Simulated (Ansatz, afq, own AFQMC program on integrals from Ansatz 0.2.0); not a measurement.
## AlHO, singlet → AlHO, triplet

| atom | x (Å) | y (Å) | z (Å) |
| --- | --- | --- | --- |
| Al | 0.0000 | 0.0000 | 1.4330 |
| O | 0.0000 | 0.0000 | -0.2415 |
| H | 0.0000 | 0.0000 | -1.1915 |

Connectivity, by distances: Al–OH.

E(triplet, charge +0) − E(singlet, charge +0) at this geometry, on RHF and UHF determinants.

Basis cc-pVDZ. Noble-gas cores (and the filled d shells of Ga–Kr and In–Xe) are frozen. Integrals, coupled cluster, full CI and functionals: Ansatz 0.2.0; the random walks run on the same integrals in our own AFQMC program. The CISD trial takes its coefficients from CCSD amplitudes. Released means that phaseless walkers are propagated on without the constraint, phases kept. Uncertainties: one standard error, sampling alone. The errors of all members are added in quadrature.

No full CI on the walks' own integrals is used here; CCSDT(Q) serves as the reference and is uncertain by about the last step of the cluster series. Each member takes its own surest rung, up to full CI.

The best estimate is CCSD(T) at the basis-set limit (CBS: def2-TZVPP and def2-QZVPP, with their diffuse functions for anions and beside diffuse sets, CCSD(T) itself extrapolated) plus the step from CCSD(T) to CCSDT(Q) in cc-pVDZ. Rows without CBS are in cc-pVDZ, the functionals in def2-TZVP; B2PLYP and the wave-function rows carry a basis error of their own. Core correlation and relativity beyond core potentials are missing, and ± holds the sampling alone.

Cautions: AlHO (singlet): the ph-AFQMC/HF walk drifts between its halves (2.2 errors); AlHO (triplet): another spin lies lower; core correlation is missing, and it shifts such a gap most where an s electron is promoted.

| level | vertical spin gap (kJ/mol) |
| --- | --- |
| MP2 | 306.5 |
| r2SCAN | 290.7 |
| PBE | 317.6 |

From these cheaper values, estimate the vertical spin gap at the level of the best estimate.

320.1 kJ/mol (best estimate, highest rung CCSDT(Q)).

```json
{"level": "HF", "vertical spin gap (kJ/mol)": "243.2", "error against the best estimate (kJ/mol)": "-76.8"}
{"level": "CCSD", "vertical spin gap (kJ/mol)": "327.9", "error against the best estimate (kJ/mol)": "7.8"}
{"level": "CCSD(T)", "vertical spin gap (kJ/mol)": "330.7", "error against the best estimate (kJ/mol)": "10.6"}
{"level": "CCSDT", "vertical spin gap (kJ/mol)": "330.8", "error against the best estimate (kJ/mol)": "10.7"}
{"level": "CCSDT(Q)", "vertical spin gap (kJ/mol)": "331.1", "error against the best estimate (kJ/mol)": "11.0"}
{"level": "ph-AFQMC/CISD", "vertical spin gap (kJ/mol)": "330.7 ± 1.8", "error against the best estimate (kJ/mol)": "10.6 ± 1.8"}
{"level": "released AFQMC", "vertical spin gap (kJ/mol)": "331.5 ± 1.9", "error against the best estimate (kJ/mol)": "11.4 ± 1.9"}
{"level": "HF/CBS", "vertical spin gap (kJ/mol)": "226.4", "error against the best estimate (kJ/mol)": "-93.7"}
{"level": "MP2/CBS", "vertical spin gap (kJ/mol)": "303.7", "error against the best estimate (kJ/mol)": "-16.4"}
{"level": "CCSD(T)/CBS", "vertical spin gap (kJ/mol)": "319.7", "error against the best estimate (kJ/mol)": "-0.4"}
{"level": "PBE0", "vertical spin gap (kJ/mol)": "308.2", "error against the best estimate (kJ/mol)": "-11.9"}
{"level": "B3LYP", "vertical spin gap (kJ/mol)": "331.8", "error against the best estimate (kJ/mol)": "11.7"}
{"level": "wB97M-V", "vertical spin gap (kJ/mol)": "363.5", "error against the best estimate (kJ/mol)": "43.4"}
{"level": "B2PLYP", "vertical spin gap (kJ/mol)": "327.2", "error against the best estimate (kJ/mol)": "7.1"}
```

Correlation beyond CCSD(T) adds 0.4 kJ/mol. Going to the basis-set limit takes off 11.0 kJ/mol at CCSD(T). The perturbative (T) step is worth +2.9 kJ/mol.

Best estimates are given only where the step beyond CCSD(T) is under 0.3 eV and no member's determinant is very poor (T1 over 0.05, or 0.07 for open shells, ⟨S²⟩ too high by 0.3, two states mixed), so the hardest cases are missing from such tables.

The functionals ran in a triple-zeta set and keep a basis error of their own, a few kJ/mol for each bond in atomization energies and more for double hybrids, so close places among them and the extrapolated levels can swap.

CCSDT and higher add their correlation energy to the determinant of the CCSD(T) run, since their own runs factorise the integrals more tightly (a shift of under 2 meV). Each member of a difference takes its own highest rung, so a best estimate needn't equal the limit plus the step of one row. A walk keeps the symmetry of its determinant, which the program's search chose and which needn't be the lowest solution, so a lower state of the same spin and another symmetry isn't excluded. Released energies are given only where the last usable release times agree within the noise; a slower fall can still hide under it.
